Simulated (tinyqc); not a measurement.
Inside a calculation. Method: Pariser-Parr-Pople SCF with singles CI, for the molecule C=C1C=CC=C1 (SMILES; centres numbered as the heavy atoms are written). Computed by tinyqc, a small Python program that keeps every step. Settings: charge = 0, gamma = MN, start = huckel, damping = 0.3, iteration cap = 73, excitations kept = 4. Command: `OMP_NUM_THREADS=1 python tinyqc.py 20935 20936 out.jsonl` (the two numbers bound the seeds that draw the settings). One thread of a shared host (Intel(R) Xeon(R) Processor @ 2.60GHz), about 0.01 s of CPU time with the checks. Later iterations appear only in the table of the cycle.

## PPP integrals

Centres (angstrom, eV; a flat drawing with bonds scaled to 1.40 angstrom):
```
centre,x,y,core charge z,W,gamma_rr
1C,2.159000,0.000000,1,11.160000,11.130000
2C,0.759000,0.000000,1,11.160000,11.130000
3C,-0.064000,1.133000,1,11.160000,11.130000
4C,-1.395000,0.700000,1,11.160000,11.130000
5C,-1.395000,-0.700000,1,11.160000,11.130000
6C,-0.064000,-1.133000,1,11.160000,11.130000
```

Resonance integrals (eV):
```
i,j,beta
1,2,-2.390000
2,3,-2.390000
3,4,-2.390000
4,5,-2.390000
5,6,-2.390000
6,2,-2.390000
```

Mataga-Nishimoto: gamma = 14.399645/(R + a), a = 2 x 14.399645/(gamma_rr + gamma_ss); H_rr = -W_r - sum_(s != r) z_s gamma_rs; H_rs = beta for bonds.

repulsion gamma_rs (eV), lower triangle:
```
,1C,2C,3C,4C,5C,6C
1C,11.130000
2C,5.345539,11.130000
3C,3.800534,5.344818,11.130000
4C,2.929109,4.046371,5.346212,11.130000
5C,2.929109,4.046371,4.045936,5.345539,11.130000
6C,3.800534,5.344818,4.045107,4.045936,5.346212,11.130000
```

core matrix H (eV), lower triangle:
```
,1C,2C,3C,4C,5C,6C
1C,-29.964826
2C,-2.390000,-35.287917
3C,0.000000,-2.390000,-33.742608
4C,0.000000,0.000000,-2.390000,-32.873168
5C,0.000000,0.000000,0.000000,-2.390000,-32.873168
6C,0.000000,-2.390000,0.000000,0.000000,-2.390000,-33.742608
```

## Starting guess

pi electrons, sum of z_r less the charge = 6

Orbitals of the Hueckel matrix of the beta values.

P at the start, lower triangle:
```
,1C,2C,3C,4C,5C,6C
1C,0.622291
2C,0.758634,1.046987
3C,0.212348,0.449096,1.092331
4C,-0.309538,-0.097190,0.777936,1.073030
5C,-0.309538,-0.097190,-0.116491,0.520243,1.073030
6C,0.212348,0.449096,-0.354882,-0.116491,0.777936,1.092331
```

## Iteration 1: Fock matrix

F_rr = H_rr + P_rr gamma_rr / 2 + sum_(s != r) P_ss gamma_rs; F_rs = H_rs - P_rs gamma_rs / 2; E = tr P (H + F) / 2 + core repulsion sum_(r<s) z_r z_s gamma_rs.

F (eV), lower triangle:
```
,1C,2C,3C,4C,5C,6C
1C,-6.316139
2C,-4.417654,-5.774577
3C,-0.403518,-3.590169,-5.206140
4C,0.453335,0.196633,-4.469505,-4.847241
5C,0.453335,0.196633,0.235658,-3.780490,-4.847241
6C,-0.403518,-3.590169,0.717768,0.235658,-4.469505,-5.206140
```

pi energy = -75.260912 eV

## Iteration 1: orbitals and new P

Diagonalise F (the basis is taken as orthonormal) and form P = 2 sum c c over the lowest orbitals; 0.3 of the old P is kept.

orbital energies (eV): -13.312997  -10.188942  -8.790285  -3.439559  1.734678  1.799626

P after iteration 1, lower triangle:
```
,1C,2C,3C,4C,5C,6C
1C,0.770766
2C,0.813422,0.995442
3C,0.188833,0.404151,1.085956
4C,-0.318747,-0.054422,0.805005,1.030940
5C,-0.318747,-0.054422,-0.085352,0.486165,1.030940
6C,0.188833,0.404151,-0.369269,-0.085352,0.805005,1.085956
```

## Iteration 2: Fock matrix

As before.

F (eV), lower triangle:
```
,1C,2C,3C,4C,5C,6C
1C,-6.060441
2C,-4.564090,-5.676516
3C,-0.358832,-3.470056,-5.373934
4C,0.466823,0.110105,-4.541863,-5.140012
5C,0.466823,0.110105,0.172664,-3.689407,-5.140012
6C,-0.358832,-3.470056,0.746867,0.172664,-4.541863,-5.373934
```

pi energy = -75.438023 eV

## Iteration 2: orbitals and new P

As before.

orbital energies (eV): -13.385350  -10.279987  -9.046830  -3.187782  1.475424  1.659675

P after iteration 2, lower triangle:
```
,1C,2C,3C,4C,5C,6C
1C,0.817336
2C,0.836023,0.984702
3C,0.178835,0.383908,1.076634
4C,-0.315522,-0.042439,0.818995,1.022346
5C,-0.315522,-0.042439,-0.075387,0.469602,1.022346
6C,0.178835,0.383908,-0.370621,-0.075387,0.818995,1.076634
```

## Iteration 3: Fock matrix

As before.

F (eV), lower triangle:
```
,1C,2C,3C,4C,5C,6C
1C,-5.979886
2C,-4.624495,-5.656531
3C,-0.339835,-3.415958,-5.424639
4C,0.462100,0.085862,-4.579260,-5.228370
5C,0.462100,0.085862,0.152505,-3.645138,-5.228370
6C,-0.339835,-3.415958,0.749601,0.152505,-4.579260,-5.424639
```

pi energy = -75.501249 eV

## Iteration 3: orbitals and new P

As before.

orbital energies (eV): -13.413145  -10.301177  -9.137912  -3.104632  1.380440  1.633993

P after iteration 3, lower triangle:
```
,1C,2C,3C,4C,5C,6C
1C,0.833225
2C,0.846264,0.983810
3C,0.173649,0.373913,1.070708
4C,-0.311559,-0.039212,0.826666,1.020775
5C,-0.311559,-0.039212,-0.071450,0.460484,1.020775
6C,0.173649,0.373913,-0.369002,-0.071450,0.826666,1.070708
```

## Convergence

Stop when output and input P, before any damping, agree to 1e-7.

Course of the cycle:
```
iteration,E (eV),largest |P(out) - P(in)|
1,-75.26091161,2.12e-01
2,-75.43802331,6.65e-02
3,-75.50124913,2.27e-02
4,-75.52360255,8.59e-03
5,-75.53143251,4.66e-03
6,-75.53416122,2.88e-03
7,-75.53511044,1.79e-03
8,-75.53544083,1.12e-03
9,-75.53555612,7.01e-04
10,-75.53559650,4.39e-04
11,-75.53561072,2.75e-04
...,...,...
18,-75.53561856,1.03e-05
19,-75.53561857,6.44e-06
20,-75.53561857,4.03e-06
21,-75.53561857,2.52e-06
22,-75.53561857,1.57e-06
23,-75.53561857,9.84e-07
24,-75.53561857,6.15e-07
25,-75.53561857,3.85e-07
26,-75.53561857,2.40e-07
27,-75.53561857,1.50e-07
28,-75.53561857,9.39e-08
```

Converged in 28 iterations.

## Converged orbitals

Charges are z - P_rr.

orbital energies (eV): -13.424359  -10.309516  -9.206353  -3.041811  1.326060  1.617784

coefficients:
```
,MO1,MO2,MO3,MO4,MO5,MO6
1C,0.331807,0.558707,0.000000,0.681428,0.000000,-0.336759
2C,0.545223,0.443069,0.000000,-0.312892,0.000000,0.639155
3C,0.408161,-0.093394,0.597055,-0.345934,-0.378848,-0.452783
4C,0.360171,-0.486873,0.378848,0.314972,0.597055,0.184458
5C,0.360171,-0.486873,-0.378848,0.314972,-0.597055,0.184458
6C,0.408161,-0.093394,-0.597055,-0.345934,0.378848,-0.452783
```

pi charges: 1C 0.155501, 2C 0.012843, 3C -0.063585, 4C -0.020587, 5C -0.020587, 6C -0.063585

## Singles CI, singlets

Over the 4 single excitations with the smallest orbital gaps: A = (e_a - e_i) delta + 2 (ia|jb) - (ij|ab), with (pq|rs) = sum c_mp c_mq gamma_mn c_nr c_ns. f = 2/3 w |mu|^2 in atomic units, mu = sqrt2 sum c_ia sum_m c_mi c_ma R_m.

singlet CI matrix (eV), lower triangle:
```
,3>4,2>4,1>4,3>5
3>4,2.560355
2>4,0.000000,4.956803
1>4,0.000000,0.074082,6.911554
3>5,0.000000,-0.694182,0.572874,7.152905
```

singlet excitation energies (eV): 2.560355  4.730162  6.578785  7.712315

oscillator strengths: 0.040581  0.663659  0.483911  0.600036

## Singles CI, triplets

Over the 4 single excitations with the smallest orbital gaps: A = (e_a - e_i) delta - (ij|ab), with (pq|rs) = sum c_mp c_mq gamma_mn c_nr c_ns.

triplet CI matrix (eV), lower triangle:
```
,3>4,2>4,1>4,3>5
3>4,1.278324
2>4,0.000000,1.687576
1>4,0.000000,-0.729991,5.061884
3>5,0.000000,0.594976,-0.915092,4.519772
```

triplet excitation energies (eV): 1.278324  1.479370  3.837046  5.952816
